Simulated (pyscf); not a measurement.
A first-order saddle from PySCF, ωB97X-D3(BJ)/def2-SVP:

```
Ge
H 1 1.5299
H 1 1.5299 2 118.92
N 1 2.0099 2 114.97 3 142.17
H 4 1.0238 1 115.90 2 173.36
H 4 1.0238 5 109.43 1 133.37
H 4 1.1830 5 117.29 6 136.84
H 7 1.1947 4 138.44 5 113.25
Sn 1 2.6246 2 104.83 8 162.23
H 9 1.7140 1 113.46 2 63.14
H 9 1.7202 10 106.77 1 -123.70
H 9 1.7202 10 106.76 11 -112.65
```
Charge 0, spin multiplicity 1.

Surface: singlet, charge 0. Lowest wavenumbers (cm⁻¹): 1401i, 77, 127, 190, 223.

**Question.** Which two sides does it connect, and which bonds change?

**Answer.** H₃Ge–SnH₃ (SMILES [GeH3][SnH3]) + NH₃ (SMILES N) <-> H₂N–GeH₂–SnH₃ (SMILES [NH2][GeH2][SnH3]) + H₂ (SMILES [H][H]), a four-centre exchange read from left to right: Ge–H, H–N broken and Ge–N, H–H formed. At ωB97M-D3(BJ)/def2-TZVP it lies +2.29 eV from the left side and +1.96 eV from the right (each side as separated species at their lowest minima found). On the reactant side the descent ends in a complex, 0.20 eV under the separated species and 2.47 eV under the saddle at ωB97X-D3(BJ)/def2-TZVP. At the saddle there is also a short Ge–H contact that neither side keeps. This is the saddle that the search found; another between the same sides may lie lower. Elements up to Kr have no core potential and no relativistic terms here. Elements past Kr carry the def2 core potentials, without spin-orbit coupling.
